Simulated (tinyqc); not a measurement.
Inside a calculation. Method: G0W0 on RHF in the sto-3g basis, for H2O, spin multiplicity 1. Computed by tinyqc, a small Python program that keeps every step (integrals from PySCF). Settings: charge = 0, multiplicity = 1, basis = sto-3g, method = RHF, energy threshold = 1e-10, iteration cap = 53, orthogonalisation = symmetric, start = Wolfsberg-Helmholz matrix, DIIS depth = 6. Command: `OMP_NUM_THREADS=1 python tinyqc.py 29720 29721 out.jsonl` (the two numbers bound the seeds that draw the settings). One thread of a shared host (Intel(R) Xeon(R) Processor @ 2.60GHz), about 0.07 s of CPU time with the checks. The early iterations of the SCF are left out here.

## One-electron integrals

Geometry (angstrom):
```
atom,x,y,z
O,0.000000,0.000000,0.000000
H,0.000000,0.720000,0.655000
H,0.000000,-0.720000,0.655000
```

Basis sto-3g: exponents (1/bohr^2) and contraction coefficients of normalised primitives:
```
element,l (shell),exponent,coefficient
O,s (1),130.709320,0.154329
O,s (1),23.808861,0.535328
O,s (1),6.443608,0.444635
O,s (2),5.033151,-0.099967
O,s (2),1.169596,0.399513
O,s (2),0.380389,0.700115
O,p (3),5.033151,0.155916
O,p (3),1.169596,0.607684
O,p (3),0.380389,0.391957
H,s (1),3.425251,0.154329
H,s (1),0.623914,0.535328
H,s (1),0.168855,0.444635
```

Overlap, kinetic and nuclear-attraction integrals over the contracted functions; the nuclear repulsion is the sum of Za Zb / Rab.

nuclear repulsion = 9.06607085 hartree

overlap S, lower triangle:
```
,1O 1s,1O 2s,1O 2px,1O 2py,1O 2pz,2H 1s,3H 1s
1O 1s,1.000000
1O 2s,0.236704,1.000000
1O 2px,0.000000,0.000000,1.000000
1O 2py,0.000000,0.000000,0.000000,1.000000
1O 2pz,0.000000,0.000000,0.000000,0.000000,1.000000
2H 1s,0.051945,0.464263,0.000000,0.286843,0.260947,1.000000
3H 1s,0.051945,0.464263,0.000000,-0.286843,0.260947,0.279612,1.000000
```

kinetic energy T (hartree), lower triangle:
```
,1O 1s,1O 2s,1O 2px,1O 2py,1O 2pz,2H 1s,3H 1s
1O 1s,29.003200
1O 2s,-0.168011,0.808128
1O 2px,0.000000,0.000000,2.528731
1O 2py,0.000000,0.000000,0.000000,2.528731
1O 2pz,0.000000,0.000000,0.000000,0.000000,2.528731
2H 1s,-0.003589,0.120985,0.000000,0.201189,0.183026,0.760032
3H 1s,-0.003589,0.120985,0.000000,-0.201189,0.183026,0.015296,0.760032
```

nuclear attraction V (hartree), lower triangle:
```
,1O 1s,1O 2s,1O 2px,1O 2py,1O 2pz,2H 1s,3H 1s
1O 1s,-61.705778
1O 2s,-7.440453,-10.126242
1O 2px,0.000000,0.000000,-9.972725
1O 2py,0.000000,0.000000,0.000000,-10.104458
1O 2pz,-0.020205,-0.239033,0.000000,0.000000,-10.081747
2H 1s,-1.679433,-3.768456,0.000000,-2.063554,-1.960976,-5.793062
3H 1s,-1.679433,-3.768456,0.000000,2.063554,-1.960976,-1.754582,-5.793062
```

core Hamiltonian H = T + V (hartree), lower triangle:
```
,1O 1s,1O 2s,1O 2px,1O 2py,1O 2pz,2H 1s,3H 1s
1O 1s,-32.702578
1O 2s,-7.608464,-9.318114
1O 2px,0.000000,0.000000,-7.443993
1O 2py,0.000000,0.000000,0.000000,-7.575727
1O 2pz,-0.020205,-0.239033,0.000000,0.000000,-7.553015
2H 1s,-1.683022,-3.647471,0.000000,-1.862364,-1.777949,-5.033030
3H 1s,-1.683022,-3.647471,0.000000,1.862364,-1.777949,-1.739285,-5.033030
```

## Two-electron integrals

Functions are numbered as in S; the eight-fold symmetry (ij|kl) = (ji|kl) = (kl|ij) leaves the list below.

Two-electron integrals (ij|kl) in chemists' order, unique and non-zero (hartree):
```
i,j,k,l,(ij|kl)
1,1,1,1,4.785065
2,1,1,1,0.741380
2,1,2,1,0.136873
2,2,1,1,1.118947
2,2,2,1,0.256633
2,2,2,2,0.817206
3,1,3,1,0.024477
3,2,3,1,0.037809
3,2,3,2,0.180518
3,3,1,1,1.115814
3,3,2,1,0.256684
3,3,2,2,0.817023
3,3,3,3,0.880159
4,1,4,1,0.024477
4,2,4,1,0.037809
4,2,4,2,0.180518
4,3,4,3,0.047444
4,4,1,1,1.115814
4,4,2,1,0.256684
4,4,2,2,0.817023
4,4,3,3,0.785270
4,4,4,4,0.880159
5,1,5,1,0.024477
5,2,5,1,0.037809
5,2,5,2,0.180518
5,3,5,3,0.047444
5,4,5,4,0.047444
5,5,1,1,1.115814
5,5,2,1,0.256684
5,5,2,2,0.817023
5,5,3,3,0.785270
5,5,4,4,0.785270
5,5,5,5,0.880159
6,1,1,1,0.165247
6,1,2,1,0.030241
6,1,2,2,0.056305
6,1,3,3,0.056197
6,1,4,1,0.001030
6,1,4,2,0.001925
6,1,4,4,0.056378
6,1,5,1,0.000937
6,1,5,2,0.001751
6,1,5,4,0.000164
6,1,5,5,0.056347
6,1,6,1,0.006768
6,2,1,1,0.392521
6,2,2,1,0.091112
6,2,2,2,0.320115
6,2,3,3,0.314758
6,2,4,1,0.005047
6,2,4,2,0.038172
6,2,4,4,0.323387
6,2,5,1,0.004591
6,2,5,2,0.034726
6,2,5,4,0.007850
6,2,5,5,0.321900
6,2,6,1,0.020506
6,2,6,2,0.153828
6,3,3,1,0.009648
6,3,3,2,0.055745
6,3,4,3,0.007979
6,3,5,3,0.007259
6,3,6,3,0.022208
6,4,1,1,0.206071
6,4,2,1,0.048463
6,4,2,2,0.181847
6,4,3,3,0.173552
6,4,4,1,0.012006
6,4,4,2,0.076348
6,4,4,4,0.194285
6,4,5,1,0.002146
6,4,5,2,0.018743
6,4,5,4,0.011602
6,4,5,5,0.177503
6,4,6,1,0.011401
6,4,6,2,0.106141
6,4,6,4,0.094620
6,5,1,1,0.187467
6,5,2,1,0.044088
6,5,2,2,0.165430
6,5,3,3,0.157884
6,5,4,1,0.002146
6,5,4,2,0.018743
6,5,4,4,0.162228
6,5,5,1,0.011600
6,5,5,2,0.072796
6,5,5,4,0.011931
6,5,5,5,0.175996
6,5,6,1,0.010372
6,5,6,2,0.096559
6,5,6,4,0.065875
6,5,6,5,0.082136
6,6,1,1,0.524417
6,6,2,1,0.123708
6,6,2,2,0.497499
6,6,3,3,0.477267
6,6,4,1,0.009067
6,6,4,2,0.093795
6,6,4,4,0.510143
6,6,5,1,0.008249
6,6,5,2,0.085327
6,6,5,4,0.029908
6,6,5,5,0.504475
6,6,6,1,0.028108
6,6,6,2,0.297705
6,6,6,4,0.234615
6,6,6,5,0.213434
6,6,6,6,0.774606
7,1,1,1,0.165247
7,1,2,1,0.030241
7,1,2,2,0.056305
7,1,3,3,0.056197
7,1,4,1,-0.001030
7,1,4,2,-0.001925
7,1,4,4,0.056378
7,1,5,1,0.000937
7,1,5,2,0.001751
7,1,5,4,-0.000164
7,1,5,5,0.056347
7,1,6,1,0.006676
7,1,6,2,0.019937
7,1,6,4,0.010100
7,1,6,5,0.010090
7,1,6,6,0.027039
7,1,7,1,0.006768
7,2,1,1,0.392521
7,2,2,1,0.091112
7,2,2,2,0.320115
7,2,3,3,0.314758
7,2,4,1,-0.005047
7,2,4,2,-0.038172
7,2,4,4,0.323387
7,2,5,1,0.004591
7,2,5,2,0.034726
7,2,5,4,-0.007850
7,2,5,5,0.321900
7,2,6,1,0.019937
7,2,6,2,0.128069
7,2,6,4,0.060423
7,2,6,5,0.078373
7,2,6,6,0.207424
7,2,7,1,0.020506
7,2,7,2,0.153828
7,3,3,1,0.009648
7,3,3,2,0.055745
7,3,4,3,-0.007979
7,3,5,3,0.007259
7,3,6,3,0.017990
7,3,7,3,0.022208
7,4,1,1,-0.206071
7,4,2,1,-0.048463
7,4,2,2,-0.181847
7,4,3,3,-0.173552
7,4,4,1,0.012006
7,4,4,2,0.076348
7,4,4,4,-0.194285
7,4,5,1,-0.002146
7,4,5,2,-0.018743
7,4,5,4,0.011602
7,4,5,5,-0.177503
7,4,6,1,-0.010100
7,4,6,2,-0.060423
7,4,6,4,-0.010891
7,4,6,5,-0.036098
7,4,6,6,-0.085259
7,4,7,1,-0.011401
7,4,7,2,-0.106141
7,4,7,4,0.094620
7,5,1,1,0.187467
7,5,2,1,0.044088
7,5,2,2,0.165430
7,5,3,3,0.157884
7,5,4,1,-0.002146
7,5,4,2,-0.018743
7,5,4,4,0.162228
7,5,5,1,0.011600
7,5,5,2,0.072796
7,5,5,4,-0.011931
7,5,5,5,0.175996
7,5,6,1,0.010090
7,5,6,2,0.078373
7,5,6,4,0.036098
7,5,6,5,0.065225
7,5,6,6,0.139658
7,5,7,1,0.010372
7,5,7,2,0.096559
7,5,7,4,-0.065875
7,5,7,5,0.082136
7,6,1,1,0.172285
7,6,2,1,0.040389
7,6,2,2,0.154635
7,6,3,3,0.150744
7,6,4,4,0.153365
7,6,5,1,0.003156
7,6,5,2,0.028596
7,6,5,5,0.159629
7,6,6,1,0.009021
7,6,6,2,0.075143
7,6,6,4,0.044510
7,6,6,5,0.053019
7,6,6,6,0.152529
7,6,7,1,0.009021
7,6,7,2,0.075143
7,6,7,4,-0.044510
7,6,7,5,0.053019
7,6,7,6,0.044978
7,7,1,1,0.524417
7,7,2,1,0.123708
7,7,2,2,0.497499
7,7,3,3,0.477267
7,7,4,1,-0.009067
7,7,4,2,-0.093795
7,7,4,4,0.510143
7,7,5,1,0.008249
7,7,5,2,0.085327
7,7,5,4,-0.029908
7,7,5,5,0.504475
7,7,6,1,0.027039
7,7,6,2,0.207424
7,7,6,4,0.085259
7,7,6,5,0.139658
7,7,6,6,0.358604
7,7,7,1,0.028108
7,7,7,2,0.297705
7,7,7,4,-0.234615
7,7,7,5,0.213434
7,7,7,6,0.152529
7,7,7,7,0.774606
```

## Orthogonalisation

S = U s U^T; symmetric (Loewdin) form X = U s^(-1/2) U^T, so that X^T S X = 1.

eigenvalues of S: 0.353087  0.431122  0.878979  1.000000  1.103208  1.289266  1.944338

X, lower triangle:
```
,1O 1s,1O 2s,1O 2px,1O 2py,1O 2pz,2H 1s,3H 1s
1O 1s,1.024102
1O 2s,-0.142245,1.231516
1O 2px,0.000000,0.000000,1.000000
1O 2py,0.000000,0.000000,0.000000,1.097210
1O 2pz,-0.010718,0.115381,0.000000,0.000000,1.063520
2H 1s,0.021298,-0.282224,0.000000,-0.214694,-0.155896,1.203055
3H 1s,0.021298,-0.282224,0.000000,0.214694,-0.155896,-0.103436,1.203055
```

## Iteration 7 (converged): orbitals

converged F (hartree), lower triangle:
```
,1O 1s,1O 2s,1O 2px,1O 2py,1O 2pz,2H 1s,3H 1s
1O 1s,-20.245666
1O 2s,-5.164637,-2.447826
1O 2px,0.000000,0.000000,-0.396240
1O 2py,0.000000,0.000000,0.000000,-0.301158
1O 2pz,-0.029411,-0.130172,0.000000,0.000000,-0.350243
2H 1s,-1.151462,-1.001365,0.000000,-0.371395,-0.396149,-0.566736
3H 1s,-1.151462,-1.001365,0.000000,0.371395,-0.396149,-0.416595,-0.566736
```

Diagonalise F' = X^T F X, C = X C', fill 5 alpha and 5 beta electrons from the bottom; D = 2 C_occ C_occ^T. Each column has its largest component positive (the first on a tie).

F' = X^T F X (hartree), lower triangle:
```
,1,2,3,4,5,6,7
1,-19.866844
2,-2.692185,-1.251133
3,0.000000,0.000000,-0.396240
4,0.000000,0.000000,0.000000,-0.026446
5,-0.057799,0.120745,0.000000,0.000000,-0.170287
6,-0.175442,-0.497452,0.000000,-0.453575,-0.353132,0.013399
7,-0.175442,-0.497452,0.000000,0.453575,-0.353132,-0.119258,0.013399
```

orbital energies (hartree): MO1 -20.254377, MO2 -1.270400, MO3 -0.593260, MO4 -0.472318, MO5 -0.396240, MO6 0.602971, MO7 0.699471

coefficients C:
```
,MO1,MO2,MO3,MO4,MO5,MO6,MO7
1O 1s,0.994192,-0.232624,0.000000,0.107905,0.000000,-0.125963,0.000000
1O 2s,0.026090,0.836866,0.000000,-0.557614,0.000000,0.835176,0.000000
1O 2px,0.000000,0.000000,0.000000,0.000000,1.000000,0.000000,0.000000
1O 2py,0.000000,0.000000,0.621154,0.000000,0.000000,0.000000,0.954057
1O 2pz,0.004440,0.132941,0.000000,0.744592,0.000000,0.788035,0.000000
2H 1s,-0.005701,0.156491,0.450844,0.293714,0.000000,-0.773433,-0.834442
3H 1s,-0.005701,0.156491,-0.450844,0.293714,0.000000,-0.773433,0.834442
```

D after iteration 7, lower triangle:
```
,1O 1s,1O 2s,1O 2px,1O 2py,1O 2pz,2H 1s,3H 1s
1O 1s,2.108349
1O 2s,-0.457813,2.023918
1O 2px,0.000000,0.000000,2.000000
1O 2py,0.000000,0.000000,0.000000,0.771665
1O 2pz,0.107669,-0.607649,0.000000,0.000000,1.144220
2H 1s,-0.020756,-0.065931,0.000000,0.560088,0.478951,0.628101
3H 1s,-0.020756,-0.065931,0.000000,-0.560088,0.478951,-0.184942,0.628101
```

## Convergence

Stop when the energy changes by less than 1e-10 hartree and every element of the error matrix X^T (F D S - S D F) X is below 3e-06.

Course of the cycle:
```
iteration,E (hartree),change,largest element of the error matrix
1,-74.62696774,-,4.19e-01
2,-74.94583564,-3.19e-01,1.09e-01
3,-74.96297690,-1.71e-02,2.84e-02
4,-74.96406715,-1.09e-03,4.26e-03
5,-74.96412169,-5.45e-05,9.34e-04
6,-74.96412327,-1.58e-06,5.01e-06
7,-74.96412327,-3.26e-11,9.19e-08
```

PySCF RHF in the same basis = -74.96412327 hartree

Converged in 7 iterations.

## Integrals over molecular orbitals

(pq|rs) = sum C_ip C_jq C_kr C_ls (ij|kl), one index at a time.

one-electron integrals over orbitals h = C^T H C (hartree), lower triangle:
```
,1,2,3,4,5,6,7
1,-32.685155
2,0.556001,-7.663931
3,0.000000,0.000000,-6.348115
4,-0.246980,0.460379,0.000000,-6.902406
5,0.000000,0.000000,0.000000,0.000000,-7.443993
6,0.288074,-1.366631,0.000000,-1.139836,0.000000,-5.417935
7,0.000000,0.000000,-1.682793,0.000000,0.000000,0.000000,-5.551885
```

Two-electron integrals over orbitals (pq|rs), unique and non-zero (hartree):
```
p,q,r,s,(pq|rs)
1,1,1,1,4.744938
2,1,1,1,-0.416339
2,1,2,1,0.058119
2,2,1,1,1.004362
2,2,2,1,-0.012838
2,2,2,2,0.729913
3,1,3,1,0.011368
3,2,3,1,0.018007
3,2,3,2,0.142112
3,3,1,1,0.804323
3,3,2,1,-0.004485
3,3,2,2,0.646850
3,3,3,3,0.632865
4,1,1,1,0.192063
4,1,2,1,-0.023677
4,1,2,2,0.016378
4,1,3,3,0.006711
4,1,4,1,0.027622
4,2,1,1,-0.138426
4,2,2,1,0.009509
4,2,2,2,0.001837
4,2,3,3,0.005525
4,2,4,1,0.017352
4,2,4,2,0.123581
4,3,3,1,-0.003908
4,3,3,2,0.018779
4,3,4,3,0.049486
4,4,1,1,0.980464
4,4,2,1,-0.013352
4,4,2,2,0.667505
4,4,3,3,0.595654
4,4,4,1,-0.010464
4,4,4,2,-0.102138
4,4,4,4,0.761890
5,1,5,1,0.026029
5,2,5,1,0.032414
5,2,5,2,0.144238
5,3,5,3,0.028959
5,4,5,1,-0.014043
5,4,5,2,-0.049201
5,4,5,4,0.056157
5,5,1,1,1.115341
5,5,2,1,-0.011688
5,5,2,2,0.747117
5,5,3,3,0.630130
5,5,4,1,0.005381
5,5,4,2,-0.074189
5,5,4,4,0.718900
5,5,5,5,0.880159
6,1,1,1,-0.226407
6,1,2,1,0.034402
6,1,2,2,0.000431
6,1,3,3,0.000700
6,1,4,1,-0.000156
6,1,4,2,0.020957
6,1,4,4,-0.019544
6,1,5,5,-0.005906
6,1,6,1,0.031087
6,2,1,1,0.303183
6,2,2,1,-0.006107
6,2,2,2,0.143893
6,2,3,3,0.079568
6,2,4,1,0.018947
6,2,4,2,0.020268
6,2,4,4,0.079315
6,2,5,5,0.156349
6,2,6,1,0.008682
6,2,6,2,0.102840
6,3,3,1,0.003558
6,3,3,2,-0.032812
6,3,4,3,-0.028035
6,3,6,3,0.065153
6,4,1,1,0.233025
6,4,2,1,-0.002786
6,4,2,2,0.097995
6,4,3,3,0.046161
6,4,4,1,0.000637
6,4,4,2,-0.044090
6,4,4,4,0.127771
6,4,5,5,0.124562
6,4,6,1,-0.001943
6,4,6,2,0.058651
6,4,6,4,0.078130
6,5,5,1,0.014939
6,5,5,2,0.056593
6,5,5,4,-0.000655
6,5,6,5,0.037932
6,6,1,1,0.819742
6,6,2,1,-0.007122
6,6,2,2,0.622037
6,6,3,3,0.574378
6,6,4,1,0.020840
6,6,4,2,0.054492
6,6,4,4,0.555571
6,6,5,5,0.596297
6,6,6,1,0.009373
6,6,6,2,0.102030
6,6,6,4,0.046410
6,6,6,6,0.604913
7,1,3,1,0.015095
7,1,3,2,0.022394
7,1,4,3,-0.005341
7,1,6,3,0.004167
7,1,7,1,0.020094
7,2,3,1,0.013856
7,2,3,2,0.039720
7,2,4,3,-0.036662
7,2,6,3,0.035520
7,2,7,1,0.017481
7,2,7,2,0.061767
7,3,1,1,0.359647
7,3,2,1,-0.007476
7,3,2,2,0.135062
7,3,3,3,0.089639
7,3,4,1,-0.000813
7,3,4,2,-0.082207
7,3,4,4,0.151719
7,3,5,5,0.189076
7,3,6,1,-0.007122
7,3,6,2,0.074730
7,3,6,4,0.086385
7,3,6,6,0.039234
7,3,7,3,0.156131
7,4,3,1,-0.009996
7,4,3,2,-0.079696
7,4,4,3,-0.000499
7,4,6,3,0.044092
7,4,7,1,-0.013075
7,4,7,2,-0.015186
7,4,7,4,0.072501
7,5,5,3,0.023535
7,5,7,5,0.023651
7,6,3,1,0.008679
7,6,3,2,0.093403
7,6,4,3,0.049156
7,6,6,3,-0.057756
7,6,7,1,0.010958
7,6,7,2,-0.012459
7,6,7,4,-0.059355
7,6,7,6,0.110577
7,7,1,1,0.849436
7,7,2,1,-0.008775
7,7,2,2,0.619822
7,7,3,3,0.608188
7,7,4,1,0.004484
7,7,4,2,-0.010503
7,7,4,4,0.598483
7,7,5,5,0.616822
7,7,6,1,-0.004223
7,7,6,2,0.066308
7,7,6,4,0.040229
7,7,6,6,0.568874
7,7,7,3,0.083698
7,7,7,7,0.613084
```

## Screening: direct RPA

With D = e_a - e_i and K = (ia|jb): diagonalise D^(1/2) (D + 4K) D^(1/2) = Z w^2 Z^T; X + Y = D^(1/2) Z w^(-1/2), each column of Z with its largest component positive (the first on a tie); E_c = (sum w - tr (D + 2K)) / 2.

D^(1/2) (D + 4K) D^(1/2) (hartree^2), lower triangle:
```
,1>6,1>7,2>6,2>7,3>6,3>7,4>6,4>7,5>6,5>7
1>6,437.622560
1>7,0.000000,440.747917
2>6,0.217071,0.000000,4.280150
2>7,0.000000,0.449231,0.000000,4.367083
3>6,0.000000,0.083455,0.000000,0.218104,1.742723
3>7,-0.147916,0.000000,0.465178,0.000000,0.000000,2.478497
4>6,-0.036813,0.000000,0.332973,0.000000,0.000000,0.407394,1.492295
4>7,0.000000,-0.259151,0.000000,-0.092289,0.208809,0.000000,0.000000,1.712912
5>6,0.000000,0.000000,0.000000,0.000000,0.000000,0.000000,0.000000,0.000000,1.150030
5>7,0.000000,0.000000,0.000000,0.000000,0.000000,0.000000,0.000000,0.000000,0.000000,1.304239
```

excitation energies w (hartree): 1.072394  1.142033  1.156200  1.225538  1.390482  1.568566  2.094446  2.110351  20.919434  20.994012

X + Y:
```
,1,2,3,4,5,6,7,8,9,10
1>6,0.000000,0.000000,0.000008,0.000000,0.000000,0.001742,0.000000,-0.001195,0.998515,0.000000
1>7,0.000000,0.000000,0.000000,0.001975,0.001215,0.000000,-0.003346,0.000000,0.000000,0.999042
2>6,0.000000,0.000000,-0.073130,0.000000,0.000000,-0.312765,0.000000,0.901148,0.000150,0.000000
2>7,0.000000,0.000000,0.000000,0.095987,-0.045258,0.000000,0.966317,0.000000,0.000000,0.000315
3>6,0.000000,0.000000,0.000000,-0.683319,0.665781,0.000000,0.060418,0.000000,0.000000,0.000045
3>7,0.000000,0.000000,-0.332736,0.000000,0.000000,0.830105,0.000000,0.199349,-0.000084,0.000000
4>6,0.000000,0.000000,0.913706,0.000000,0.000000,0.237077,0.000000,0.101783,-0.000019,0.000000
4>7,0.000000,0.000000,0.000000,0.702337,0.638197,0.000000,-0.020978,0.000000,0.000000,-0.000139
5>6,0.965276,0.000000,0.000000,0.000000,0.000000,0.000000,0.000000,0.000000,0.000000,0.000000
5>7,0.000000,0.979509,0.000000,0.000000,0.000000,0.000000,0.000000,0.000000,0.000000,0.000000
```

RPA correlation energy = -0.05525761 hartree

## G0W0 on Hartree-Fock: HOMO

W(p,q,m) = sqrt2 sum_ia (pq|ia) (X+Y)_ia,m; Sigma_c(x) = sum_(i,m) W^2/(x - e_i + w_m) + sum_(a,m) W^2/(x - e_a - w_m); solve x = e_p + Sigma_c(x) by Newton steps; Z = 1/(1 - dSigma/dx); 1 hartree = 27.211386 eV.

The 12 largest terms at x = e_p (hartree; W for the signs of X + Y given):
```
q,m,W,term
5,8,0.270498,0.034672
5,6,0.194557,0.024132
2,1,0.077255,0.003066
5,3,0.055815,0.002694
6,1,0.051781,-0.001294
3,2,0.032602,0.000794
7,2,0.032762,-0.000480
1,1,0.020393,0.000020
5,9,-0.008333,3.32e-06
4,1,-0.000894,6.97e-07
```

Newton steps (hartree):
```
step,x,Sigma_c(x),Z
0,-0.396240,0.063608,0.964178
1,-0.334910,0.061403,0.966390
2,-0.334839,0.061401,0.966393
```

quasiparticle energy of the HOMO = -9.111427 eV

Hartree-Fock value = -10.782226 eV

## G0W0 on Hartree-Fock: LUMO

As before.

The 12 largest terms at x = e_p (hartree; W for the signs of X + Y given):
```
q,m,W,term
6,8,0.147754,-0.010345
7,5,-0.107135,-0.007719
2,8,0.160557,0.006471
4,6,0.101659,0.003909
4,8,0.110349,0.003822
3,5,0.098874,0.003779
4,3,0.054242,0.001319
5,1,0.051781,0.001294
2,6,0.061926,0.001114
3,7,0.052781,0.000847
6,3,0.030956,-0.000829
2,3,0.029987,0.000297
```

Newton steps (hartree):
```
step,x,Sigma_c(x),Z
0,0.602971,0.003711,0.981628
1,0.606615,0.003643,0.981601
2,0.606614,0.003643,0.981601
```

quasiparticle energy of the LUMO = 16.506820 eV

Hartree-Fock value = 16.407690 eV
